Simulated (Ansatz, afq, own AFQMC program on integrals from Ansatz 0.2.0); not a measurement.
Integrals from Ansatz 0.2.0, then the random walk in our own AFQMC program (afq).

```yaml
crystal:
  periodic: [false, false, false]
  atoms:
    - {symbol: Si, position_ang: [0.000000, 0.000000, 1.157618]}
    - {symbol: B, position_ang: [0.000000, 0.000000, -2.454382]}
    - {symbol: H, position_ang: [0.000000, -1.075954, -2.965433]}
    - {symbol: H, position_ang: [0.000000, 1.075954, -2.965433]}
basis:
  gaussian: {orbitals: cc-pVDZ}
magnetization: {spin_polarized: true, initial_magnetization: 3}
correlation: {method: ccsd_t, electrons: outside_noble_gas, hamiltonian_folder: ham}
```

```sh
$ ansatz run in.yaml --threads 1 --pin off --events-out ev --progress --plain --max-ram 1382MiB
```

Options of the walk:

```
--method phaseless --trial cisd --walkers 60 --populations 1 --least-time 40 --time-step 0.005 --steps-per-block 50 --equilibration-blocks 40 --max-blocks 300 --target-error 0.00072 --factor-cut 1e-05 --start spin_pure --seed 4345 --release-times 0.24,0.51,0.99,1.62,2.4 --release-step 0.03 --release-every 4 --taylor-order 6
```

Times are imaginary, in 1/Eh. The walk had a cap of 1002 s.

Log:

```
orbitals 36  electrons 6 3  factors 249 of 404
reference energy -314.60783200 Eh
CCSD correlation -0.15224771 Eh in 15 cycles, weight of the determinant in the CISD state 0.8931
energy of the start -314.759884 Eh
 block  time / (1/Eh)  mean weight  energy / Eh
     1     0.250  0.9992  -314.758337
     2     0.500  0.9981  -314.758375
     3     0.750  0.9992  -314.759526
     4     1.000  0.9997  -314.761123
     5     1.250  0.9998  -314.761975
     9     2.250  1.0013  -314.763405
    21     5.250  0.9986  -314.764188
    41    10.250  1.0010  -314.768084
    61    15.250  0.9997  -314.762717
    81    20.250  0.9987  -314.764455
   101    25.250  1.0015  -314.761170
   121    30.250  0.9979  -314.763354
   141    35.250  0.9986  -314.765423
   151    37.750  1.0007  -314.759869
   161    40.250  0.9993  -314.762484
   181    45.250  1.0011  -314.765125
   191    47.750  1.0004  -314.768732
   196    49.000  0.9994  -314.762827
blocks merged  error / Eh  count
     1  0.000150  160
     2  0.000191  80
     4  0.000224  40
     8  0.000256  20
    16  0.000260  10
released: time / (1/Eh)  energy / Eh  error  mean overlap
  0.24  -314.763257  0.000334  0.9925
  0.51  -314.763330  0.000330  0.9951
  0.99  -314.763495  0.000354  1.0067
  1.62  -314.763694  0.000330  1.0236
  2.40  -314.764348  0.000473  1.0054
energy -314.762961 +/- 0.000256 Eh
(rows thinned)
```

The run passed its tests (sampling time, drift between the halves within three errors, error under three times the target), which doesn't prove that it has relaxed.

Against this walk (error 7.0 meV) on the same determinant: CCSD(T) 9.7 meV higher (within the noise), CCSDT(Q) 21.0 meV lower. The error is statistical and leaves out the bias of the constraint. The released energies are still falling (meV from the phaseless value at times in 1/Eh: -8 ± 9 at 0.24, -10 ± 9 at 0.51, -15 ± 10 at 0.99, -20 ± 9 at 1.62, -38 ± 13 at 2.40), so they give no level. CCSDT(Q) is the surest value here, so the walk's 21 meV above it is most likely the bias of the constraint with this trial, which can have either sign.

Cautions: constraint bias not in the error; lower spins were not checked.

The walk took 7.6 min on 1 thread of AMD EPYC (Zen 3), on a shared host. The log's last line is the phaseless energy.

CCSDT and higher add their correlation energy to the determinant of the CCSD(T) run, since their own runs factorise the integrals more tightly (a shift of under 2 meV). A walk keeps the symmetry of its determinant, which the program's search chose and which needn't be the lowest solution, so a lower state of the same spin and another symmetry isn't excluded.
